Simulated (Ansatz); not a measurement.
System: C₂H₄, charge 1, doublet. C2H4+ (parent SMILES C=C, doublet).
B3LYP-D3(BJ)/def2-TZVP minimum from Ansatz (a first-principles code):
```xyz
6

C      0.0110     0.0066     0.6937
C     -0.0110    -0.0066    -0.6937
H     -0.2087     0.9161     1.2520
H      0.2486    -0.8922     1.2619
H      0.2120     0.8913    -1.2692
H     -0.2520    -0.9152    -1.2447
```
Charge +1, spin multiplicity 2.

Total energies in cc-pVTZ, 11 correlated electrons, 2 frozen orbitals. Open shells are spin-unrestricted; no spin-orbit coupling. Cores are frozen in correlated methods. No relativity.

| method | program | energy (Eh) | minus CCSDT(Q) (mEh) |
|---|---|---|---|
| HF | Ansatz | -77.73805 | 317.94 |
| MP2 | Ansatz | -78.01307 | 42.92 |
| CCSD | Ansatz | -78.04469 | 11.30 |
| CCSD(T) | Ansatz | -78.05473 | 1.26 |
| CCSDT(Q) | Ansatz | -78.05599 | 0.00 |

Rough core times of Ansatz's runs on a shared machine: CCSD(T) under 20 s, CCSDT(Q) 20 min.
